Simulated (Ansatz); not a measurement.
CHNSi, triplet: vertical spin and charge gaps

Geometry (PBE0/def2-TZVP stationary point for this spin, not checked as a minimum):

| atom | x (Å) | y (Å) | z (Å) |
| --- | --- | --- | --- |
| C | 0.0000 | -0.7848 | 0.7802 |
| N | 0.0000 | 0.4093 | 1.1140 |
| Si | 0.0000 | 0.0986 | -0.9607 |
| H | 0.0000 | 0.9166 | 1.9911 |

Basis cc-pVDZ; Ansatz 0.2.0. Correlated methods freeze the noble-gas cores. Prefix R: restricted or restricted open-shell reference; prefix U: unrestricted.

Gaps are energies of the second state less the first, at fixed atoms, for a selection of the levels run; each method lands on the state that its own search finds for that charge and spin.

For open shells CISD is restricted-active-space CI with the open shells as a complete middle space.

Question: PBE gives 10.122 eV for removing an electron, to the quartet. Estimate what UCCSDT(Q) gives in cc-pVDZ.

Answer: UCCSDT(Q) in cc-pVDZ gives 9.849 eV, so against it PBE is off by 0.273 eV.

| level | gap (eV) | error (meV) |
| --- | --- | --- |
| RHF | 9.085 | -764 |
| UHF | 9.181 | -668 |
| UMP2 | 9.699 | -150 |
| RCCSD | 9.891 | 42 |
| RCCSDT(Q) | 9.850 | 1 |
| PBE0 | 10.210 | 361 |
| B3LYP | 10.336 | 487 |
| wB97M-V | 10.353 | 504 |
| RPA-PBE | 10.081 | 232 |

Question: PBE gives 7.054 eV for removing an electron, to the doublet. Estimate what UCCSDT(Q) gives in cc-pVDZ.

Answer: UCCSDT(Q) in cc-pVDZ gives 6.718 eV, so against it PBE is off by 0.336 eV.

```tsv
level	gap (eV)	error (meV)
RHF	6.438	-280
UHF	6.543	-175
RMP2	6.722	4
UMP2	6.676	-42
CISD	6.685	-33
RCCSD	6.726	8
UCCSD	6.727	9
RCCSD(T)	6.717	-1
UCCSD(T)	6.716	-2
BCCD(T)	6.717	-1
RCCSDT	6.721	3
UCCSDT	6.721	3
RCCSDT(Q)	6.719	1
r2SCAN	7.196	478
PBE0	7.110	392
B3LYP	7.020	302
wB97M-V	6.780	62
B2PLYP	6.843	125
RPA-PBE	6.839	121
```

Question: PBE gives 4.049 eV for quintet less triplet. Estimate what UCCSDT(Q) gives in cc-pVDZ.

Answer: UCCSDT(Q) in cc-pVDZ gives 3.902 eV, so against it PBE is off by 0.147 eV.

```json
{"level": "RHF", "gap (eV)": "3.063", "error (meV)": "-839"}
{"level": "UHF", "gap (eV)": "3.096", "error (meV)": "-806"}
{"level": "RMP2", "gap (eV)": "3.665", "error (meV)": "-237"}
{"level": "UMP2", "gap (eV)": "3.726", "error (meV)": "-176"}
{"level": "CISD", "gap (eV)": "3.614", "error (meV)": "-288"}
{"level": "RCCSD", "gap (eV)": "3.870", "error (meV)": "-32"}
{"level": "UCCSD", "gap (eV)": "3.866", "error (meV)": "-36"}
{"level": "RCCSD(T)", "gap (eV)": "3.895", "error (meV)": "-7"}
{"level": "UCCSD(T)", "gap (eV)": "3.896", "error (meV)": "-6"}
{"level": "BCCD(T)", "gap (eV)": "3.898", "error (meV)": "-4"}
{"level": "RCCSDT", "gap (eV)": "3.902", "error (meV)": "0"}
{"level": "UCCSDT", "gap (eV)": "3.901", "error (meV)": "-1"}
{"level": "RCCSDT(Q)", "gap (eV)": "3.901", "error (meV)": "-1"}
{"level": "BLYP", "gap (eV)": "4.296", "error (meV)": "394"}
{"level": "r2SCAN", "gap (eV)": "3.767", "error (meV)": "-135"}
{"level": "PBE0", "gap (eV)": "3.965", "error (meV)": "63"}
{"level": "B3LYP", "gap (eV)": "4.243", "error (meV)": "341"}
{"level": "wB97M-V", "gap (eV)": "4.409", "error (meV)": "507"}
{"level": "B2PLYP", "gap (eV)": "4.135", "error (meV)": "233"}
{"level": "RPA-PBE", "gap (eV)": "4.068", "error (meV)": "166"}
```

In so small a basis the reference is far from its limit while semilocal and hybrid functionals are nearer theirs (RPA and double hybrids share much of the reference's basis error), so the functionals' errors here hold much of the reference's basis and frozen-core error, which can add to them or hide them.

Full CI isn't at hand for all of this; UCCSDT(Q) serves as the reference, and is uncertain by about the last step of the cluster series. The frozen core follows each run's orbitals, which can shift R against U totals by a few meV.
